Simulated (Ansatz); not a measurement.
Compare A (`C=C1CS1`) with its isomer B (`C#CSC`).

Program: Ansatz. Geometries: PBE0-D4/def2-TZVP. ΔE: electronic, gas phase. CBS: MP2 limit from def2 TZ/QZ plus the TZ coupled-cluster correction, frozen cores. DFT in def2-TZVPP.

(1) Which isomer does CCSD(T)/CBS put lower? Give the gap. (Best estimate.)

(2) Give E(B) − E(A) in kcal/mol with PBE-D4, CCSD/def2-TZVPP, B2PLYP, r2SCAN-D4, LDA (SPW92), CCSD(T)/def2-SVP, MP2/def2-TZVPP. (Estimate.)

(3) Does the order hold for the free energy at 298.15 K (harmonic terms from PBE0-D4)? (Estimate.)

Largest T1 diagnostic: 0.012.

## Answers

(1) The calculation gave: A, by 10.0 kcal/mol.

(2) Ansatz gave: PBE-D4 15.2, CCSD/def2-TZVPP 9.7, B2PLYP 9.4, r2SCAN-D4 14.1, LDA (SPW92) 18.3, CCSD(T)/def2-SVP 12.3, MP2/def2-TZVPP 10.0. None reverses the order clearly.

(3) Computed: Yes: G(B) − G(A) = +7.9 kcal/mol.

Leaving LDA and LC-ωPBE aside and taking each functional with its dispersion term where it has one, the values, not all of them listed here, spread over 5.8 kcal/mol, from B2PLYP to HSE06-D4. LDA lies +3.3 kcal/mol from PBE without D4. At CCSD(T), def2-SVP lies +2.3 kcal/mol from the extrapolated value and def2-TZVPP +0.3 kcal/mol.
